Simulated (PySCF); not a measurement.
2,4-hexadiyne, C6H6.
Geometry (PBE0-D3(BJ)/def2-SVP, Å), atoms numbered from 1 in this order:
```
atom  x, y, z in Å
C1     2.7552   -1.8928    0.3217
C2     1.5646   -1.0744    0.2030
C3     0.5633   -0.3868    0.1022
C4    -0.5633    0.3867   -0.0120
C5    -1.5646    1.0744   -0.1126
C6    -2.7552    1.8928   -0.2309
H7     2.9589   -2.1473    1.3741
H8     3.6389   -1.3678   -0.0746
H9     2.6455   -2.8358   -0.2373
H10   -2.6626    2.8158    0.3636
H11   -2.9346    2.1839   -1.2782
H12   -3.6461    1.3514    0.1252
```

Computed with PySCF at CAM-B3LYP/def2-SVPD, non-relativistic, on one gas-phase PBE0-D3(BJ)/def2-SVP geometry that isn't relaxed in the solvent. The solvent is an IEF-PCM continuum (cavity from Bondi-type radii × 1.2), and excitations are vertical TDDFT with non-equilibrium linear response and a frozen core. Specific hydrogen bonds and non-electrostatic terms are outside this model.

| run | E − E(gas) (kcal/mol) | HOMO (eV) | HOMO–LUMO gap (eV) | dipole (D) | lowest singlet (eV) | static polarisability (au) |
| --- | --- | --- | --- | --- | --- | --- |
| gas | 0.00 | -7.94 | 8.89 | 0.00 | 4.68 | 81.2 |
| P | -3.62 | -8.13 | 8.94 | 0.00 | 4.72 | 103.6 |
| Q | -1.90 | -8.03 | 8.92 | 0.00 | 4.71 | 92.6 |

The runs were made in benzene and dichloromethane. Which run belongs to which solvent?

P = dichloromethane, Q = benzene. The dielectric constants are 2.271 (benzene), 8.93 (dichloromethane), and the energy falls further as ε rises. The optical constants n² used for the excitations are 2.25, 2.03 in the same order. In this model the ground state sees the solvent through ε alone.

How constant is the ratio of the lowering to (ε − 1)/(2ε + 1)?

```tsv
solvent	(ε − 1)/(2ε + 1)	E − E(gas) (kcal/mol)	ratio (kcal/mol)	polarisation term (kcal/mol)
benzene	0.229	-1.90	-8.3	-2.09
dichloromethane	0.420	-3.62	-8.6	-4.31
```

The ratio changes by +4.0 % in size from benzene to dichloromethane. The polarisation term is half the interaction of the solute with the induced surface charges.

Cost: about 18 s of CPU time on one thread; the machine was shared, so the figure is rough. This is the whole response run at CAM-B3LYP/def2-SVPD in dichloromethane, SCF included.
